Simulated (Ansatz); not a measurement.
# C5H4O: the cost of one run

Program: Ansatz 0.2.0, driven from Python. Level of theory: PBE0+D3(BJ)/def2-SVP. These are calculated values, not measurements.

## (1) Starting point

The script builds its own geometries from the SMILES C=Cc1cc1=O.

No structure file is read: the coordinates are typed or built in the script.

## (2) The script

conformers_c5h4o.py

```python
# -*- coding: utf-8 -*-
"""Rank force-field conformers of C5H4O by single points."""

import ansatz as az
from rdkit import Chem
from rdkit.Chem import AllChem

BASIS_SET = "def2-SVP"
XC = "pbe0"
VDW = "d3bj"

rd = Chem.AddHs(Chem.MolFromSmiles("C=Cc1cc1=O"))
ids = list(AllChem.EmbedMultipleConfs(rd, numConfs=20, randomSeed=446, pruneRmsThresh=0.4))
field = [energy for _, energy in AllChem.MMFFOptimizeMoleculeConfs(rd)]
distinct = {round(e, 2): i for i, e in zip(ids, field)}
chosen = sorted(distinct.items())[:5]
found = []
for force_field, index in chosen:
    system = az.Crystal.molecule()
    for atom, xyz in zip(rd.GetAtoms(), rd.GetConformer(index).GetPositions()):
        system = system.atom(atom.GetSymbol(), xyz.round(5).tolist())
    calc = system.calculation()
    calc = calc.basis(gaussian=BASIS_SET)
    calc = calc.functional(XC, dispersion=VDW)
    found.append(calc.run(threads=1, pin="off").report["free_energy_ev"])
print("conformer   MMFF (kcal/mol)   this level (kJ/mol)")
for (force_field, index), e in zip(chosen, found):
    print(f"{index:9d} {force_field - chosen[0][0]:17.2f} {96.485332 * (e - min(found)):17.3f}")
```

## (3) The input behind the calls

The engine receives this input (first run):

```yaml
crystal:
  periodic: [false, false, false]
  atoms:
    - { symbol: C, position_ang: [-1.76789, 0.07989, 0.46038] }
    - { symbol: C, position_ang: [-0.8637, -0.1046, -0.50833] }
    - { symbol: C, position_ang: [0.51119, -0.05523, -0.29724] }
    - { symbol: C, position_ang: [1.75494, -0.13185, -0.72527] }
    - { symbol: C, position_ang: [1.53554, 0.13721, 0.65479] }
    - { symbol: O, position_ang: [1.92852, 0.35075, 1.73343] }
    - { symbol: H, position_ang: [-1.48088, 0.28311, 1.48916] }
    - { symbol: H, position_ang: [-2.83071, 0.03115, 0.24315] }
    - { symbol: H, position_ang: [-1.20349, -0.305, -1.52119] }
    - { symbol: H, position_ang: [2.41648, -0.28544, -1.52887] }
basis:
  gaussian:
    orbitals: def2-SVP
hamiltonian:
  xc: pbe0
  dispersion: d3bj
```

## (4) The run

The run is started by

```bash
$ python conformers_c5h4o.py
```

Q: Estimate wall time and peak memory on 1 thread of Arm Neoverse V2, shared host.

About 5.3 s, with a peak of 0.3 GiB.
